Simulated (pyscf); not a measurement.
**Insertion: SnH₂ (SMILES [SnH2]) [singlet] + NH₃ (SMILES N) → H₂N–SnH₃ (SMILES [NH2][SnH3])**

Gas phase, singlet surface, charge 0. Bonds broken: N4–H5. Bonds formed: Sn1–N4, Sn1–H5. PySCF, gas phase, ωB97X-D3(BJ)/def2-SVP geometries. MP2 and CC: frozen core, UHF for open shells. ΔMP2 is the change of the MP2 total energy from the triple- to the quadruple-zeta basis.

Transition state (Å):

```xyz
7

Sn     0.4595     0.1689     0.0472
H      0.1820     1.3832    -1.1431
H      0.8108     1.0221     1.4994
N     -1.4411    -0.8330     0.4601
H     -0.0459    -1.5274     0.1245
H     -1.9499    -0.7483     1.3407
H     -2.0991    -0.9152    -0.3145
```

One imaginary mode, 1505i cm⁻¹; descent along it reached the two sides named, in the forms told below.

| bond | change | reactant side (Å) | saddle | product side |
|---|---|---|---|---|
| N4–H5 | breaks | 1.020 | 1.594 | 3.0 |
| Sn1–N4 | forms | 2.405 | 2.188 | 2.041 |
| Sn1–H5 | forms | 2.9 | 1.772 | 1.707 |

Electronic energies relative to the separated reactants (kcal/mol):

| level | barrier | reaction energy | reverse barrier |
|---|---|---|---|
| ωB97X-D3(BJ)/def2-TZVP | 35.0 | -19.5 | 54.5 |
| PBE/def2-TZVP | 28.8 | -12.7 | 41.5 |
| r²SCAN/def2-TZVP | 29.2 | -16.7 | 45.9 |
| B3LYP-D3(BJ)/def2-TZVP | 35.6 | -11.9 | 47.5 |
| PBE0-D3(BJ)/def2-TZVP | 32.3 | -15.9 | 48.2 |
| M06-2X/def2-TZVP | 35.4 | -17.2 | 52.6 |
| ωB97M-D3(BJ)/def2-TZVP | 37.9 | -14.1 | 52.0 |
| HF/def2-TZVP | 55.8 | -11.4 | 67.3 |
| MP2/def2-QZVPP | 32.9 | -17.4 | 50.3 |
| CCSD/def2-TZVPP | 40.0 | -15.0 | 55.0 |
| CCSD(T)/def2-TZVPP | 35.9 | -16.2 | 52.1 |
| CCSD(T)/def2-TZVPP + ΔMP2(QZVPP) | 34.8 | -16.4 | 51.2 |

With CCSD(T)/def2-TZVPP + ΔMP2(QZVPP) energies and thermal terms (ideal gas, 1 atm, RRHO with modes under 100 cm⁻¹ raised to 100, one conformer, R ln 2 for rigid chiral ones), in kcal/mol:

```json
[
 {"T (K)": "298", "ΔH‡": "32.5", "ΔG‡": "42.0", "ΔH": "-16.9", "ΔG": "-7.4"},
 {"T (K)": "600", "ΔH‡": "33.0", "ΔG‡": "51.4", "ΔH": "-16.1", "ΔG": "+1.9"},
 {"T (K)": "900", "ΔH‡": "33.9", "ΔG‡": "60.3", "ΔH": "-14.8", "ΔG": "+10.6"},
 {"T (K)": "1200", "ΔH‡": "34.9", "ΔG‡": "69.0", "ΔH": "-13.4", "ΔG": "+18.9"}
]
```

On the reactant side the descent ends in an adduct with a N–Sn contact, 24.5 kcal/mol under the separated species and 59.6 kcal/mol under the saddle at ωB97X-D3(BJ)/def2-TZVP. What is counted as formed (N–Sn) is already present as a longer contact in the reactant adduct; forming that adduct is a step of its own. The same reactants have a lower exit, to H₂N–SnH: [singlet] + H₂ (barrier +13.7 kcal/mol at ωB97M-D3(BJ), against +37.9 kcal/mol here). One saddle was located; it need not be the lowest between these sides. The CCSD(T) − MP2 part came from Ansatz, without density fitting, on the same reference. The frozen core leaves the outer d or s,p core shells of the metals and heavy elements correlated in the MP2 and CC values, and def2-TZVPP describes them poorly, which can shift differences by a few kcal/mol. Elements past Kr carry the def2 core potentials, without spin-orbit coupling.
